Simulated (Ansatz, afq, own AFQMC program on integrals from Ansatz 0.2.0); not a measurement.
Integrals from Ansatz 0.2.0, then the random walk in our own AFQMC program (afq).

```yaml
crystal:
  periodic: [false, false, false]
  atoms:
    - {symbol: C, position_ang: [0.000000, 0.000000, 1.269867]}
    - {symbol: C, position_ang: [0.000000, 0.000000, -0.039833]}
    - {symbol: N, position_ang: [0.000000, 0.000000, -1.230033]}
basis:
  gaussian: {orbitals: cc-pVDZ}
magnetization: {spin_polarized: false, initial_magnetization: 3}
correlation: {method: ccsd_t, electrons: outside_noble_gas, hamiltonian_folder: ham}
```

```sh
$ ansatz run in.yaml --threads 1 --pin off --events-out ev --progress --plain --max-ram 1843MiB
```

Options of the walk:

```
--method phaseless --trial cisd --walkers 60 --populations 1 --least-time 40 --time-step 0.005 --steps-per-block 50 --equilibration-blocks 28 --max-blocks 300 --target-error 0.00043 --factor-cut 1e-05 --start spin_pure --seed 130 --release-times 0.24,0.51,0.99,1.62,2.4 --release-step 0.03 --release-every 4 --taylor-order 6
```

Times are imaginary, in 1/Eh. The walk had a cap of 1687 s.

Output of the walk:

```
orbitals 39  electrons 8 5  factors 301 of 404
reference energy -130.00524359 Eh
CCSD correlation -0.35988544 Eh in 16 cycles, weight of the determinant in the CISD state 0.8134
energy of the start -130.365128 Eh
 block  time / (1/Eh)  mean weight  energy / Eh
     1     0.250  0.9986  -130.360299
     2     0.500  0.9998  -130.361878
     3     0.750  0.9989  -130.362428
     4     1.000  0.9992  -130.372014
     5     1.250  1.0018  -130.384249
     7     1.750  1.0008  -130.369436
     9     2.250  0.9988  -130.373553
    17     4.250  0.9992  -130.373465
    33     8.250  0.9992  -130.383548
    49    12.250  0.9983  -130.373454
    65    16.250  0.9972  -130.378251
    81    20.250  1.0023  -130.376648
    97    24.250  0.9951  -130.380169
   113    28.250  0.9998  -130.382696
   129    32.250  1.0027  -130.389908
   145    36.250  1.0010  -130.374814
   161    40.250  0.9963  -130.382781
   177    44.250  1.0009  -130.395804
   193    48.250  1.0029  -130.386429
   209    52.250  0.9972  -130.376025
   225    56.250  1.0008  -130.379474
   241    60.250  0.9969  -130.398495
   257    64.250  1.0028  -130.363560
   273    68.250  1.0009  -130.375465
   289    72.250  1.0037  -130.375281
   305    76.250  0.9992  -130.377435
   321    80.250  0.9977  -130.376322
blocks merged  error / Eh  count
     1  0.000646  300
     2  0.000773  150
     4  0.000871  75
     8  0.001040  37
    16  0.001215  18
    32  0.001456  9
released: time / (1/Eh)  energy / Eh  error  mean overlap
  0.24  -130.384100  0.001237  1.0045
  0.51  -130.384800  0.000991  0.9936
  0.99  -130.383918  0.001089  0.9988
  1.62  -130.384086  0.001690  1.0022
  2.40  -130.383046  0.002658  1.0204
energy -130.382610 +/- 0.001215 Eh
(rows thinned)
```

The run passed its tests (sampling time, drift between the halves within three errors, error under three times the target), which doesn't prove that it has relaxed.

Against this walk (error 33.1 meV) on the same determinant: CCSD(T) 40.8 meV higher (within the noise), CCSDT(Q) 39.1 meV lower (within the noise). The error is statistical and leaves out the bias of the constraint. None of these is a sure reference here. Released to 1.62 1/Eh the energy moves by -40 ± 57 meV (both errors), within twice the noise.

Cautions: constraint bias not in the error; error above the target (33.1 against 11.7 meV); another spin lies lower; a spin-contaminated unrestricted determinant lies lower (UHF 985 meV lower, ⟨S²⟩ 4.10); strong correlation (T1 0.051, weight of the determinant 0.81, largest double 0.10); the bias of populations of 60 walkers isn't removed.

The walk took 9.7 min on 1 thread of Arm Neoverse V1, with other jobs on the host. The log's last line is the phaseless energy.

CCSDT and higher add their correlation energy to the determinant of the CCSD(T) run, since their own runs factorise the integrals more tightly (a shift of under 2 meV). A walk keeps the symmetry of its determinant, which the program's search chose and which needn't be the lowest solution, so a lower state of the same spin and another symmetry isn't excluded.
